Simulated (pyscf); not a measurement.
Structures and frequencies: ωB97X-D3(BJ)/def2-SVP in PySCF. Correlated levels are frozen-core, on RHF or UHF. ΔMP2 is the change of the MP2 total energy from the triple- to the quadruple-zeta basis.

Estimate by transition-state theory (the high-pressure limit) the rate constant of `[CH]1=[N][CH2][CH2]1` -> `[CH]#[N]` + `[CH2]=[CH2]` (singlet surface; C–C, C–N broken, none formed) at 600 K, with CCSD(T)/def2-TZVPP + ΔMP2(QZVPP) energies (ideal gas, 1 atm, RRHO with modes under 100 cm⁻¹ raised to 100, one conformer, R ln 2 for rigid chiral ones; no tunnelling).

The electronic barrier is 66.9 kcal/mol and the thermal terms add -3.1, so ΔG‡ = 63.8 kcal/mol. With k_BT/h = 1.25e+13 s⁻¹ and RT = 1.192 kcal/mol, k = 7.5e-11 s⁻¹, a half-life of 9.2e+09 s through this channel alone. Wigner's tunnelling factor for 242i cm⁻¹ would be 1.01. A shift of 1 kcal/mol in the barrier changes k by a factor 2.3. At the saddle there is also a short C–C contact that neither side keeps. cyclic C₃H₅N (SMILES C1=NCC1) lies 32.8 kcal/mol over its isomer H₃C–CH₂–C≡N, and others may lie lower still (electronic energy, ωB97M-D3(BJ)). One saddle was located; it need not be the lowest between these sides. One closed-shell reference is unstable to symmetry breaking; treat the single-reference values with care. The CCSD(T) − MP2 part came from Ansatz, without density fitting, on the same reference.
